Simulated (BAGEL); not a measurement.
# C2H2N2O (SMILES c1nnco1) at HF/STO-3G (density fitting with qzvpp-jkfit)

What is the vertical singlet–triplet gap of C2H2N2O at HF/STO-3G (density fitting with qzvpp-jkfit)? 

The calculation is run with BAGEL 1.2.2.

### Step 1. The system as given

C2H2N2O has 7 atoms, charge 0, and is taken as a singlet. As SMILES, `c1nnco1`. Geometry: relaxed at GFN2-xTB.

Bond lengths: C1–N2 1.288 Å, N2–N3 1.348 Å, N3–C4 1.288 Å, C1–O5 1.344 Å, C4–O5 1.344 Å, C1–H6 1.070 Å, C4–H7 1.070 Å. Angles: C1–N2–N3 106.7°, N2–C1–O5 112.3°, N2–N3–C4 106.7°, N3–C4–O5 112.3°, C1–O5–C4 102.0°, N2–C1–H6 127.3°, O5–C1–H6 120.4°, N3–C4–H7 127.4°, O5–C4–H7 120.3°.

### Step 2. The energy at HF/STO-3G (density fitting with qzvpp-jkfit)

Input file input.json:

```json
{ "bagel" : [

{
  "title" : "molecule",
  "basis" : "sto-3g",
  "df_basis" : "qzvpp-jkfit",
  "angstrom" : true,
  "geometry" : [
    { "atom" : "C", "xyz" : [      -0.209990,       0.733290,       0.723610 ] },
    { "atom" : "N", "xyz" : [      -1.082510,       0.680900,      -0.222060 ] },
    { "atom" : "N", "xyz" : [      -0.683820,      -0.293050,      -1.063690 ] },
    { "atom" : "C", "xyz" : [       0.407460,      -0.776220,      -0.580560 ] },
    { "atom" : "O", "xyz" : [       0.771570,      -0.169790,       0.562000 ] },
    { "atom" : "H", "xyz" : [      -0.206580,       1.390870,       1.567290 ] },
    { "atom" : "H", "xyz" : [       1.003880,      -1.565990,      -0.986590 ] }
  ]
},

{ "title" : "hf", "charge" : 0 },

{ "title" : "print", "file" : "orbitals.molden", "orbitals" : true }

]}
```

On the command line:

```console
$ BAGEL_NUM_THREADS=1 BAGEL input.json > input.out
```

Log:

```text
* using 1 threads per process

  ===============================================================
  ===============================================================

  *** Geometry ***

  { "atom" : "C", "xyz" : [     -0.396824,      1.385717,      1.367425 ] },
  { "atom" : "N", "xyz" : [     -2.045647,      1.286715,     -0.419633 ] },
  { "atom" : "N", "xyz" : [     -1.292233,     -0.553784,     -2.010083 ] },
  { "atom" : "C", "xyz" : [      0.769988,     -1.466843,     -1.097099 ] },
  { "atom" : "O", "xyz" : [      1.458056,     -0.320857,      1.062026 ] },
  { "atom" : "H", "xyz" : [     -0.390380,      2.628363,      2.961749 ] },
  { "atom" : "H", "xyz" : [      1.897058,     -2.959292,     -1.864385 ] },

  Number of auxiliary basis functions:      417

  Since a DF basis is specified, we compute 2- and 3-index integrals:
    o Being stored without compression. Storage requirement is 0.002 GB

  Number of basis functions:       27
  Number of electrons      :       36

    * METHOD: MOLECULE                             0.12

  *** RHF ***

  === Nuclear Repulsion ===
   166.8211775871

      * DIIS with orbital gradients will be used.

  === RHF iteration (sto-3g) ===
      0       -257.11932532          0.02441067           0.01
      1       -257.20564586          0.01504658           0.01
      2       -257.24787529          0.00217652           0.01
      3       -257.24933366          0.00081482           0.01
      4       -257.24960875          0.00021842           0.01
      5       -257.24964068          0.00003388           0.01
      6       -257.24964121          0.00000631           0.01
      7       -257.24964123          0.00000220           0.01
      8       -257.24964123          0.00000074           0.01
      9       -257.24964123          0.00000023           0.01
     10       -257.24964123          0.00000007           0.01
     11       -257.24964123          0.00000003           0.01
     12       -257.24964123          0.00000001           0.01
    * SCF iteration converged.

    * Permanent dipole moment:
           (   -0.945212,     0.207409,    -0.687925) a.u.

    * METHOD: HF                                   0.19

    * METHOD: PRINT                                0.00

  ===============================================================
```

Wall time 0.42 s (1 thread of Arm Neoverse V1, shared host); peak memory 0.081 GiB.

### Step 3. The triplet, same level

Input file hf.json:

```json
{ "bagel" : [

{
  "title" : "molecule",
  "basis" : "sto-3g",
  "df_basis" : "qzvpp-jkfit",
  "angstrom" : true,
  "geometry" : [
    { "atom" : "C", "xyz" : [      -0.209990,       0.733290,       0.723610 ] },
    { "atom" : "N", "xyz" : [      -1.082510,       0.680900,      -0.222060 ] },
    { "atom" : "N", "xyz" : [      -0.683820,      -0.293050,      -1.063690 ] },
    { "atom" : "C", "xyz" : [       0.407460,      -0.776220,      -0.580560 ] },
    { "atom" : "O", "xyz" : [       0.771570,      -0.169790,       0.562000 ] },
    { "atom" : "H", "xyz" : [      -0.206580,       1.390870,       1.567290 ] },
    { "atom" : "H", "xyz" : [       1.003880,      -1.565990,      -0.986590 ] }
  ]
},

{ "title" : "uhf", "nopen" : 2 },

{ "title" : "print", "file" : "orbitals.molden", "orbitals" : true }

]}
```

On the command line:

```console
$ BAGEL_NUM_THREADS=1 BAGEL hf.json > hf.out
```

Log:

```text
* using 1 threads per process

  ===============================================================
  ===============================================================

  *** Geometry ***

  { "atom" : "C", "xyz" : [     -0.396824,      1.385717,      1.367425 ] },
  { "atom" : "N", "xyz" : [     -2.045647,      1.286715,     -0.419633 ] },
  { "atom" : "N", "xyz" : [     -1.292233,     -0.553784,     -2.010083 ] },
  { "atom" : "C", "xyz" : [      0.769988,     -1.466843,     -1.097099 ] },
  { "atom" : "O", "xyz" : [      1.458056,     -0.320857,      1.062026 ] },
  { "atom" : "H", "xyz" : [     -0.390380,      2.628363,      2.961749 ] },
  { "atom" : "H", "xyz" : [      1.897058,     -2.959292,     -1.864385 ] },

  Number of auxiliary basis functions:      417

  Since a DF basis is specified, we compute 2- and 3-index integrals:
    o Being stored without compression. Storage requirement is 0.002 GB

  Number of basis functions:       27
  Number of electrons      :       36

    * METHOD: MOLECULE                             0.12

  *** Open-shell HF ***

  === Nuclear Repulsion ===
   166.8211775871

      * DIIS with orbital gradients will be used.

  === UHF iteration (sto-3g) ===
      0       -256.96988824          0.03233699           0.02
      1       -257.05343966          0.01127631           0.02
      2       -257.06587888          0.00366186           0.02
      3       -257.06911207          0.00220138           0.02
      4       -257.07088029          0.00040055           0.02
      5       -257.07096954          0.00010330           0.02
      6       -257.07098033          0.00005504           0.02
      7       -257.07098438          0.00006085           0.02
      8       -257.07098147          0.00004798           0.02
      9       -257.07097749          0.00001712           0.02
     10       -257.07097948          0.00000643           0.02
     11       -257.07098003          0.00000482           0.02
     12       -257.07098026          0.00000178           0.02
     13       -257.07098026          0.00000044           0.02
     14       -257.07098027          0.00000029           0.02
     15       -257.07098027          0.00000025           0.02
     16       -257.07098027          0.00000028           0.02
     17       -257.07098027          0.00000024           0.02
     18       -257.07098027          0.00000018           0.02
     19       -257.07098027          0.00000016           0.02
     20       -257.07098027          0.00000013           0.02
     21       -257.07098027          0.00000010           0.02
     22       -257.07098027          0.00000007           0.02
     23       -257.07098027          0.00000005           0.02
     24       -257.07098027          0.00000003           0.02
     25       -257.07098027          0.00000003           0.02
     26       -257.07098027          0.00000003           0.02
     27       -257.07098027          0.00000003           0.02
     28       -257.07098027          0.00000003           0.02
     29       -257.07098027          0.00000003           0.02
     30       -257.07098027          0.00000002           0.02
     31       -257.07098027          0.00000001           0.02
    * SCF iteration converged.

    * S^2 (UHF) is 2.0154

    * Permanent dipole moment:
           (   -0.623888,     0.136714,    -0.453947) a.u.

    * METHOD: UHF                                  0.76

    * METHOD: PRINT                                0.00

  ===============================================================
```

Wall time 1 s (1 thread of Arm Neoverse V1, shared host); peak memory 0.081 GiB.

### Step 4. Summary of results

Level: HF/STO-3G (density fitting with qzvpp-jkfit).

| quantity | value |
| --- | --- |
| singlet: total energy | -257.24964 Eh |
| singlet: dipole moment | 3.02 D |
| singlet: HOMO energy | -9.51 eV |
| singlet: LUMO energy | 6.55 eV |
| singlet: HOMO–LUMO gap | 16.07 eV |
| triplet: total energy | -257.07098 Eh |
| triplet: dipole moment | 1.99 D |
| triplet: ⟨S²⟩ | 2.015 |
| vertical energy of the triplet above the singlet | 4.862 eV |

In words: At this shape the triplet lies 4.86 eV (112 kcal/mol) above the singlet. In a minimal basis such a difference can be off by several eV, whatever the method.
